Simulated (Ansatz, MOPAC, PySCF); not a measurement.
Band gap of rock-salt MgO: levels of theory against measurement

Reference value: 8.36 eV (measured, zero-point renormalisation of 0.53 eV added back here (the table's ZPR column); inputs from Chen et al. (2018), doi:10.1103/physrevmaterials.2.073803).

```json
[
 {"level (code)": "AM1 semi-empirical Hartree-Fock (MOPAC)", "value (eV)": "10.52", "cell (Å³/atom)": "9.31"},
 {"level (code)": "LDA (Ansatz)", "value (eV)": "(withheld)", "cell (Å³/atom)": "9.31"},
 {"level (code)": "PBE (Ansatz)", "value (eV)": "4.78 (direct)", "cell (Å³/atom)": "9.31"},
 {"level (code)": "PBE-D3(BJ) (Ansatz)", "value (eV)": "4.77", "cell (Å³/atom)": "9.31"},
 {"level (code)": "r²SCAN+rVV10 (Ansatz)", "value (eV)": "5.71", "cell (Å³/atom)": "9.23"},
 {"level (code)": "r²SCAN0 (Ansatz)", "value (eV)": "7.86 (direct)", "cell (Å³/atom)": "9.31"},
 {"level (code)": "G0W0@PBE (PySCF)", "value (eV)": "(withheld)", "cell (Å³/atom)": "9.31"}
]
```

Problem. Some entries are withheld; supply them.

Solution. 
- LDA (Ansatz, a quantum-chemistry and plane-wave program), value (eV): 4.69 (direct)
- G0W0@PBE (PySCF), value (eV): 7.32 ± 0.1

Errors against the reference: AM1 semi-empirical Hartree-Fock (MOPAC) +2.16 eV, LDA -3.67 eV, PBE -3.58 eV, PBE-D3(BJ) -3.59 eV, r²SCAN+rVV10 -2.65 eV, r²SCAN0 -0.50 eV, G0W0@PBE -1.04 eV.

Leaving aside AM1 semi-empirical Hartree-Fock (MOPAC) (doubt noted below): Closest of the ranked levels: r²SCAN0 (-0.50 eV). Among them LDA (-3.67 eV) misses by most. Every ranked level misses the reference by more than 0.2 eV. Even the nearest is off by 0.50 eV. All 6 levels lie below the reference.

Published values of wave-function and many-body methods: 8.34 eV (published EOM-CCSD value, GTH pseudopotentials, extrapolated to the thermodynamic and basis limits; Vo et al. (2024), arXiv:2310.03887).

Semilocal Kohn–Sham gaps run low as a rule, and all computed gaps are for a static lattice, while measured ones hold electron–phonon shifts unless said otherwise.  A ± on a computed value is a rough bar: the spread of its extrapolation, a floor set from checks against published values, or a statistical error. AM1 semi-empirical Hartree-Fock (MOPAC), PBE-D3(BJ), r²SCAN+rVV10: the gap is read on the k mesh or supercell of the run alone and can be too large. AM1 semi-empirical Hartree-Fock (MOPAC): the method was fitted mainly to molecules. AM1 semi-empirical Hartree-Fock (MOPAC): gaps of these semi-empirical methods are Hartree–Fock-like level differences, and their formation enthalpies are fitted 298 K values. Values are at the measured cell; PBE-D3(BJ) at the level's own relaxed cell; r²SCAN+rVV10 at the level's own equilibrium cell. Cutoffs and k meshes differ between the levels. Ansatz's density-functional and Hartree–Fock values are scalar-relativistic unless marked +SOC, with PAW data made under PBE.

Differences are worked out from the printed values.
